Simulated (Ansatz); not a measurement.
## Lattice parameter a of some phosphides, arsenides and antimonides, all zinc-blende

Method: r²SCAN-D4 (Ansatz, a program for electronic structure, plane waves, PAW). References are measured values corrected to a static lattice.

Values in Å.

| solid | reference | r²SCAN-D4 | error (%) |
|---|---|---|---|
| zinc-blende InP | 5.858 | 5.888 | +0.51 |
| zinc-blende BP | 4.525 | 4.521 | -0.09 |
| zinc-blende InAs | 6.047 | 6.088 | +0.68 |
| zinc-blende InSb | 6.468 | 6.531 | +0.97 |
| zinc-blende GaAs | 5.64 | 5.643 | +0.05 |
| zinc-blende GaP | 5.439 | 5.430 | -0.17 |

Over these 6 solids the mean error is +0.33 %, the mean absolute error 0.41 % (median 0.34 %), and the worst case zinc-blende InSb at +0.97 %; the value is above the reference in 4 of 6 cases.

All these references are brought to a static lattice.

Spin–orbit coupling is left out, also for the solids with elements from indium on (zinc-blende InP, zinc-blende InAs, zinc-blende InSb); its size isn't shown.

Differences are worked out from the printed values.

Ansatz's density-functional and Hartree–Fock values are scalar-relativistic unless marked +SOC, with PAW data made under PBE.

Not in this set, of the phosphides, arsenides and antimonides with a reference value in our tables and a result at some level: 15 for a reference at room or unstated temperature; 2 for no value at r²SCAN-D4 (not run, a failed fit, an unstable or unbound cell, or a value held back for tests). These can be a level's best or worst cases. At least 3 more with a reference value are held back for tests. Solids without a released value at any level aren't counted. Layered and molecular crystals are counted apart.

References as tabulated in Mejia-Rodriguez and Trickey (2018), arXiv:1807.09216.
